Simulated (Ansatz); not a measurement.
Consider the interaction energy of a dimer with the counterpoise correction of C2H3N, SMILES C1=CN1 (Ansatz 0.2.0 through its Python package).

Script `run_dimer.py`:
```python
"""Interaction energy of two C2H3N molecules, with the counterpoise correction."""

import ansatz as az

FIRST = [
    ("C", (-0.7259, 0.1714, -0.3287)),
    ("C", (0.5209, 0.1866, -0.6415)),
    ("N", (0.0843, 0.7923, 0.4902)),
    ("H", (-1.2727, -0.6686, -0.141)),
    ("H", (1.0945, -0.7369, -0.7187)),
    ("H", (0.2989, 0.2554, 1.3396)),
]
SECOND = [
    ("C", (0.0781, -2.6873, -0.2428)),
    ("C", (0.1552, -2.7256, -1.5254)),
    ("N", (0.1398, -3.8703, -0.799)),
    ("H", (-0.6986, -2.291, 0.2859)),
    ("H", (-0.6439, -2.328, -2.1509)),
    ("H", (-0.7659, -4.3542, -0.8341)),
]

def energy(atoms, ghosts=()):
    molecule = az.Crystal.molecule()
    for symbol, xyz in atoms:
        molecule = molecule.atom(symbol, xyz)
    calc = (
        molecule.calculation()
        .basis(gaussian="cc-pVDZ")
        .functional("HF")
    )
    deck = calc.input()
    if ghosts:
        deck = deck.set(az.key.basis.gaussian.ghost_atoms, [{"symbol": s, "position_ang": list(xyz)} for s, xyz in ghosts])
    return az.Session.from_dict(deck).plan().execute().report["free_energy_ev"]


def main() -> None:
    # monomers in their own basis and in the basis of the dimer
    both = energy(FIRST + SECOND)
    alone = energy(FIRST) + energy(SECOND)
    ghosted = energy(FIRST, SECOND) + energy(SECOND, FIRST)
    print(f"dimer {both:.6f} eV")
    print(f"interaction, uncorrected   {96.485332 * (both - alone):8.3f} kJ/mol")
    print(f"interaction, counterpoise  {96.485332 * (both - ghosted):8.3f} kJ/mol")
    print(f"basis-set superposition    {96.485332 * (alone - ghosted):8.3f} kJ/mol")


if __name__ == "__main__":
    main()
```

How large is the interaction at this pose, and how much of it is basis-set superposition?

Uncorrected it is 47.237 kJ/mol, with the counterpoise correction 55.107 kJ/mol; the difference, 7.87 kJ/mol, is the superposition error. In this basis both values are repulsive.

The run itself:

```console
$ python run_dimer.py
dimer -7167.328942 eV
interaction, uncorrected     47.237 kJ/mol
interaction, counterpoise    55.107 kJ/mol
basis-set superposition       7.870 kJ/mol
```

What to keep in mind:
- Total energies depend on the basis set; only differences at equal settings carry meaning.
- The dimer is a generated trial pose of unrelaxed monomers, not a minimum, so the figure is no binding energy, and the basis set is small.
- Hartree-Fock leaves correlation out, so bond, atomisation and ionisation energies come out well too low.
- This level lacks the dispersion part of the attraction (electrostatics and induction are there), which can decide the sign where the interaction is weak.
- Hardware and time: 3.4 s on 1 thread of Intel(R) Xeon(R) 6975P-C (Granite Rapids), on a shared host, peak memory 0.28 GiB.

(Lines on the test bed's own set-up are left out of the output.)
